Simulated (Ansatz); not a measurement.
Input file:

```yaml
crystal:
  periodic: [false, false, false]
  atoms:
    - {symbol: Ge, position_ang: [0.000000, 0.000000, 0.000000]}
    - {symbol: Na, position_ang: [0.000000, 0.000000, 2.818200]}
basis:
  gaussian: {orbitals: "6-31G*"}
magnetization: {spin_polarized: false, initial_magnetization: 3}
correlation: {active_space: {ras: {orbitals: [1, 3, 31], electrons: 5, max_holes: 2, max_particles: 2}, fixed_orbitals: true}}
accuracy: high
```

```sh
$ ansatz run in.yaml --threads 1 --pin off --events-out ev --progress --plain --max-ram 2393MiB
```

Log:

```
852 factors; integrals over basis functions are off by at most 4.4e-9 eV
mean field evaluation 1: about -60869.2269 eV, gradient 4.0e0 eV
mean field evaluation 2: about -60869.2400 eV, gradient 4.0e0 eV
mean field evaluation 4: about -60869.4236 eV, gradient 5.4e-1 eV
mean field evaluation 8: about -60869.4265 eV, gradient 1.5e-1 eV
mean field -60869.42715674 eV, -2236.9101892307 hartree, gradient 5.2e-8 eV, S^2 3.750000; 0 other end points of the search recorded, 0 dependent functions left out
reference -60869.42715674 eV, -2236.9101892307 hartree; 23, 20 occupied and 31, 34 virtual orbitals, 852 factors
state -60871.27699914 eV, -2236.9781696851 hartree
Total energy: -60871.27699914 eV, -2236.9781696851 hartree
```

Natural occupations: 1.9430 0.9902 0.9892 0.9892 0.0162 0.0120 0.0120 0.0092 0.0077 0.0077 0.0075 0.0075 0.0059 0.0005 0.0005 0.0005 0.0004 0.0002 0.0001 0.0001 0.0001 0.0001 0.0000 0.0000.

Ran on 1 thread of Intel Xeon Platinum 8488C, shared host: 2 s wall, 0.13 GiB peak host memory.
